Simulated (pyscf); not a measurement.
Thermochemistry of product channels of H₃Ge–SnH₃ + water (H₂O) on the singlet surface, in eV, from ωB97M-D3(BJ)/def2-TZVP energies (ideal gas, 1 atm, RRHO with modes under 100 cm⁻¹ raised to 100, one conformer, R ln 2 for chiral ones without a mode under 150 cm⁻¹). Optimised with ωB97X-D3(BJ)/def2-SVP in PySCF.

| products | ΔE | ΔH(298 K) | ΔG(298 K) | ΔG(900 K) |
|---|---|---|---|---|
| HO–SnH₂–GeH₃ + hydrogen (H₂) | +0.09 | -0.02 | +0.03 | +0.06 |
| HO–GeH₂–SnH₃ + hydrogen (H₂) | +0.07 | -0.05 | +0.01 | ___ |

Problem. What belongs in the gaps?

Solution. 
- HO–GeH₂–SnH₃ + hydrogen (H₂), ΔG(900 K): +0.07

These are energies of the channels, which say nothing of barriers. Elements up to Kr have no core potential and no relativistic terms here. Elements past Kr carry the def2 core potentials, without spin-orbit coupling.
